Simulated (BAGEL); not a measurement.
# RI-MP2/cc-pVTZ (density fitting with qzvpp-jkfit) run of SiH4O (SMILES [H][Si]([H])([H])O)

Aim: the energy change on altering one bond length of SiH4O at RI-MP2/cc-pVTZ (density fitting with qzvpp-jkfit), from 2 runs. 

Program for the calculation: BAGEL 1.2.2.

4 further runs of the same task are left out: 3 that didn't finish, 1 set aside as unsound or not needed.

## Step 1: The system as given

SiH4O has 6 atoms, charge 0, and is taken as a singlet. SMILES: `[H][Si]([H])([H])O`. The shape is that of a GFN2-xTB optimisation.

Bond lengths: Si1–O2 1.625 Å, O2–H3 0.953 Å, Si1–H4 1.464 Å, Si1–H5 1.464 Å, Si1–H6 1.453 Å. Angles: Si1–O2–H3 122.4°, O2–Si1–H4 110.3°, O2–Si1–H5 110.3°, O2–Si1–H6 101.4°, H4–Si1–H5 108.8°, H4–Si1–H6 112.9°, H5–Si1–H6 112.9°.

## Step 2: The energy at RI-MP2/cc-pVTZ (density fitting with qzvpp-jkfit)

The input, calc.json:

```json
{ "bagel" : [

{
  "title" : "molecule",
  "basis" : "cc-pvtz.json",
  "df_basis" : "qzvpp-jkfit",
  "angstrom" : true,
  "geometry" : [
    { "atom" : "Si", "xyz" : [      -0.059940,      -0.114970,      -0.407910 ] },
    { "atom" : "O", "xyz" : [      -0.059540,      -0.091910,       1.217130 ] },
    { "atom" : "H", "xyz" : [       0.327320,       0.620940,       1.717260 ] },
    { "atom" : "H", "xyz" : [       1.313150,      -0.112770,      -0.916850 ] },
    { "atom" : "H", "xyz" : [      -0.760380,       1.058380,      -0.933190 ] },
    { "atom" : "H", "xyz" : [      -0.760600,      -1.359670,      -0.676430 ] }
  ]
},

{
  "title" : "hf"
},

{
  "title" : "mp2",
  "ncore" : 6
}

]}
```

The basis set cc-pVTZ is read from a file made from the Basis Set Exchange's data (not shown).

On the command line:

```sh
$ BAGEL_NUM_THREADS=1 BAGEL calc.json > calc.out
```

Log:

```text
* using 1 threads per process

  ===============================================================
  ===============================================================

  *** Geometry ***

  { "atom" : "Si", "xyz" : [     -0.113270,     -0.217262,     -0.770838 ] },
  { "atom" : "O", "xyz" : [     -0.112514,     -0.173685,      2.300042 ] },
  { "atom" : "H", "xyz" : [      0.618545,      1.173407,      3.245151 ] },
  { "atom" : "H", "xyz" : [      2.481494,     -0.213104,     -1.732595 ] },
  { "atom" : "H", "xyz" : [     -1.436910,      2.000048,     -1.763474 ] },
  { "atom" : "H", "xyz" : [     -1.437326,     -2.569404,     -1.278267 ] },

  Number of auxiliary basis functions:      277

  Since a DF basis is specified, we compute 2- and 3-index integrals:
    o Being stored without compression. Storage requirement is 0.032 GB

  Number of basis functions:      120
  Number of electrons      :       26

    * METHOD: MOLECULE                             1.16

  *** RHF ***

  === Nuclear Repulsion ===
    65.6694777563

      * DIIS with orbital gradients will be used.

  === RHF iteration (cc-pvtz.json) ===
      0       -366.01694432          0.01863827           0.30
      1       -366.12681729          0.01309561           0.31
      2       -366.20387721          0.00147813           0.19
      3       -366.20523563          0.00018675           0.21
      4       -366.20525821          0.00003887           0.21
      5       -366.20525928          0.00000860           0.14
      6       -366.20525936          0.00000242           0.29
      7       -366.20525936          0.00000081           0.17
      8       -366.20525936          0.00000026           0.16
      9       -366.20525937          0.00000006           0.24
     10       -366.20525937          0.00000001           0.17
     11       -366.20525937          0.00000000           0.25
    * SCF iteration converged.

    * Permanent dipole moment:
           (   -0.258483,    -0.472796,     0.002348) a.u.

    * METHOD: HF                                   3.52

  *** RHF ***

  === Nuclear Repulsion ===
    65.6694777563

      * DIIS with orbital gradients will be used.

  === RHF iteration (cc-pvtz.json) ===
      0       -366.20525937          0.00000000           0.13
    * SCF iteration converged.

    * Permanent dipole moment:
           (   -0.258483,    -0.472796,     0.002348) a.u.

  === DF-MP2 calculation ===

    * freezing 6 orbitals
    * 3-index integral transformation done
    * assembly done

      MP2 correlation energy:   -0.3745808271      0.13

      MP2 total energy:       -366.5798401921

    * METHOD: MP2                                  0.50

  ===============================================================
```

It took 6.3 s on 1 thread of Intel Xeon at 2.50GHz (Skylake/Cascade Lake), shared host.

## Step 3: The distorted shape at the same level

The input, mp2.json:

```json
{ "bagel" : [

{
  "title" : "molecule",
  "basis" : "cc-pvtz.json",
  "df_basis" : "qzvpp-jkfit",
  "angstrom" : true,
  "geometry" : [
    { "atom" : "Si", "xyz" : [   -0.369448,   -0.685286,   -0.808039 ] },
    { "atom" : "O", "xyz" : [   -0.369048,   -0.662226,    0.817001 ] },
    { "atom" : "H", "xyz" : [    0.327320,    0.620940,    1.717260 ] },
    { "atom" : "H", "xyz" : [    1.003642,   -0.683086,   -1.316979 ] },
    { "atom" : "H", "xyz" : [   -1.069888,    0.488064,   -1.333319 ] },
    { "atom" : "H", "xyz" : [   -1.070108,   -1.929986,   -1.076559 ] }
  ]
},
{
  "title" : "hf"
},
{
  "title" : "mp2",
  "ncore" : 6
}

]}
```

The basis set cc-pVTZ is read from a file made from the Basis Set Exchange's data (not shown).

On the command line:

```sh
$ BAGEL_NUM_THREADS=1 BAGEL mp2.json > mp2.out
```

Log:

```text
* using 1 threads per process

  ===============================================================
  ===============================================================

  *** Geometry ***

  { "atom" : "Si", "xyz" : [     -0.698156,     -1.295003,     -1.526972 ] },
  { "atom" : "O", "xyz" : [     -0.697400,     -1.251426,      1.543908 ] },
  { "atom" : "H", "xyz" : [      0.618545,      1.173407,      3.245151 ] },
  { "atom" : "H", "xyz" : [      1.896609,     -1.290845,     -2.488730 ] },
  { "atom" : "H", "xyz" : [     -2.021795,      0.922307,     -2.519608 ] },
  { "atom" : "H", "xyz" : [     -2.022211,     -3.647145,     -2.034402 ] },

  Number of auxiliary basis functions:      277

  Since a DF basis is specified, we compute 2- and 3-index integrals:
    o Being stored without compression. Storage requirement is 0.032 GB

  Number of basis functions:      120
  Number of electrons      :       26

    * METHOD: MOLECULE                             0.60

  *** RHF ***

  === Nuclear Repulsion ===
    62.8996661954

      * DIIS with orbital gradients will be used.

  === RHF iteration (cc-pvtz.json) ===
      0       -365.75618239          0.01918942           0.08
      1       -365.76170667          0.02241207           0.09
      2       -366.02071640          0.00202899           0.09
      3       -366.02490936          0.00065286           0.09
      4       -366.02542423          0.00020182           0.12
      5       -366.02549750          0.00007913           0.11
      6       -366.02550880          0.00002531           0.17
      7       -366.02551031          0.00001489           0.10
      8       -366.02551093          0.00000581           0.10
      9       -366.02551101          0.00000172           0.11
     10       -366.02551102          0.00000041           0.13
     11       -366.02551102          0.00000008           0.16
     12       -366.02551102          0.00000003           0.16
     13       -366.02551102          0.00000001           0.16
    * SCF iteration converged.

    * Permanent dipole moment:
           (   -0.359147,    -0.660012,    -0.165493) a.u.

    * METHOD: HF                                   2.10

  *** RHF ***

  === Nuclear Repulsion ===
    62.8996661954

      * DIIS with orbital gradients will be used.

  === RHF iteration (cc-pvtz.json) ===
      0       -366.02551102          0.00000001           0.14
    * SCF iteration converged.

    * Permanent dipole moment:
           (   -0.359147,    -0.660012,    -0.165493) a.u.

  === DF-MP2 calculation ===

    * freezing 6 orbitals
    * 3-index integral transformation done
    * assembly done

      MP2 correlation energy:   -0.4050989034      0.06

      MP2 total energy:       -366.4306099216

    * METHOD: MP2                                  0.39

  ===============================================================
```

It took 3.9 s on 1 thread of Intel Xeon at 2.50GHz (Skylake/Cascade Lake), shared host.

## Step 4: Outcome

At RI-MP2/cc-pVTZ (density fitting with qzvpp-jkfit), 6 core orbitals frozen:

```
                                                         quantity          value
                                        first shape: total energy  -366.57984 Eh
         first shape: correlation energy (6 core orbitals frozen)     -374.6 mEh
                                    distorted shape: total energy  -366.43061 Eh
     distorted shape: correlation energy (6 core orbitals frozen)     -405.1 mEh
energy change with the O2–H3 bond stretched from 0.953 to 1.715 Å       4.061 eV
```

In words: One bond (distorted shape) is far stretched, which a spin-restricted single reference describes badly; perturbation theory on it can break down and give far too much correlation. With the O2–H3 bond stretched from 0.953 to 1.715 Å the energy rises by 4.06 eV (94 kcal/mol). The first shape isn't relaxed at this level, so the change isn't measured from a minimum. A restricted reference can't describe the breaking bond well at this length.
